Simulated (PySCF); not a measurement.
# One molecule, many functionals

Species: thiirane, C2H4S.
SMILES: `C1CS1`

Linear-response calculations in the def2-SVPD basis (PySCF; singlets by full response, triplets Tamm–Dancoff, core orbitals frozen in the response; HF means time-dependent Hartree–Fock). 'Strongest' is the level of largest summed f among the singlets computed (10 roots, of which the last may lack a degenerate partner); it can jump between rows when another state enters that window. S1 is the lowest singlet of each run and needn't be the same state throughout; f(S1) is that of one state. Isolated species at its PBE0-D3(BJ)/def2-SVP geometry, gas phase.

```
functional                               kind  S1 (eV)  f(S1)  strongest (eV)  T1 (eV)  HOMO (eV)  gap (eV)  ionisation energy, ΔSCF (eV)
       LDA                                LDA     4.65  0.000            8.07     4.28      -5.47      4.46                          9.18
       PBE                                GGA     4.67  0.000            6.09     4.24      -5.38      4.52                          8.98
     B3LYP  global hybrid, 20% exact exchange     4.81  0.000            6.49     4.39      -6.38      6.19                          9.06
      PBE0  global hybrid, 25% exact exchange     4.90  0.000            8.11     4.43      -6.61      6.69                          9.02
 BHandHLYP  global hybrid, 50% exact exchange     5.04  0.000            8.25     4.59      -7.71      8.62                          8.90
 CAM-B3LYP             range-separated hybrid     4.87  0.000            6.91     4.43      -7.95      8.96                          9.07
   LC-wPBE             range-separated hybrid     4.96  0.000            9.34     4.46      -9.37     11.43                          9.12
        HF                       Hartree–Fock     5.39  0.000            8.64     4.85      -9.45     12.00                   not settled
```

**Question.** What does wB97X-D (range-separated hybrid) give?

**Answer.** S1 (eV) 4.92, f(S1) 0.000, strongest (eV) 7.13, T1 (eV) 4.53, HOMO (eV) -8.48, gap (eV) 10.26, ionisation energy, ΔSCF (eV) 9.10. S1 runs from 4.65 eV (LDA) to 5.39 eV (HF), a spread of 0.75 eV, while the orbital gap spreads over 7.5 eV. Along PBE (0%), B3LYP (20%), PBE0 (25%), BHandHLYP (50%), HF (100%) S1 rises with the share of exact exchange. −ε(HOMO) comes closest to its own ΔSCF ionisation energy with LC-wPBE (+0.26 eV) and misses most with LDA (-3.71 eV). 'Not settled' means that the ion's SCF failed to converge or may have ended in another state than the lowest.
